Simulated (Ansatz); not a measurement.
Gas-phase electronic energies from Ansatz, PBE0-D4/def2-TZVP geometries. CCSD(T)/CBS adds triple-zeta CCSD(T) − MP2 to the extrapolated MP2 energy (def2 sets, frozen cores). This one scheme is used for every species. Each species was taken in one conformer, which may not be the lowest.

Consider the substitution at a C–C bond: `C=CC(F)S` + H₂S → `FC(S)S` + `C=C`.

```json
{"species": "`C=CC(F)S`", "CCSD(T)/CBS(def2) energy (Eh)": "-614.69968"}
{"species": "H₂S", "CCSD(T)/CBS(def2) energy (Eh)": "-398.97279"}
{"species": "`FC(S)S`", "CCSD(T)/CBS(def2) energy (Eh)": "-935.17586"}
{"species": "`C=C`", "CCSD(T)/CBS(def2) energy (Eh)": "-78.48111"}
```

Question: Work out ΔE.

Answer: ΔE = (-935.17586) + (-78.48111) − (-614.69968) − (-398.97279) = 0.01550 Eh = +9.7 kcal/mol.

Largest T1 diagnostic among the species: 0.012.

From PBE to PBE0 (25 % exact exchange), in def2-TZVPP and without D4, ΔE moves by +0.9 kcal/mol.
